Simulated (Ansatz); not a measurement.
Wavefunction ladder for C$_{3}$H$_{4}$FNO (`N/C=C1\OC1F`)

Cartesian coordinates in Å:
```
N 1.061 0.747 -1.505
C 0.525 -0.297 -0.758
C -0.298 -0.156 0.261
O -0.877 0.880 0.985
C -1.193 -0.465 1.310
F -0.734 -0.887 2.502
H 2.003 0.580 -1.821
H 0.981 1.651 -1.063
H 0.764 -1.300 -1.087
H -2.232 -0.753 1.177
```

Charge 0, multiplicity 1. The geometry is a stationary point of PBE0-D4/def2-TZVP. It is one conformer, not always the lowest. Frozen core, restricted reference, Ansatz. CBS rows extrapolate triple and quadruple zeta; past MP2 they add the triple-zeta difference.

```json
{"basis": "def2-TZVPP", "HF (Eh)": "-344.73389", "MP2 corr.": "-1.16298"}
{"basis": "def2-QZVPP", "HF (Eh)": "-344.74948", "MP2 corr.": "-1.25153"}
```

(1) Estimate the CCSD correlation energy and the (T) correction in each basis where they were run (hartree).

Results:

(1) 
| basis | CCSD corr. | (T) |
| --- | --- | --- |
| def2-TZVPP | -1.18090 | -0.05038 |
| CBS(def2) | -1.33505 | as TZ |
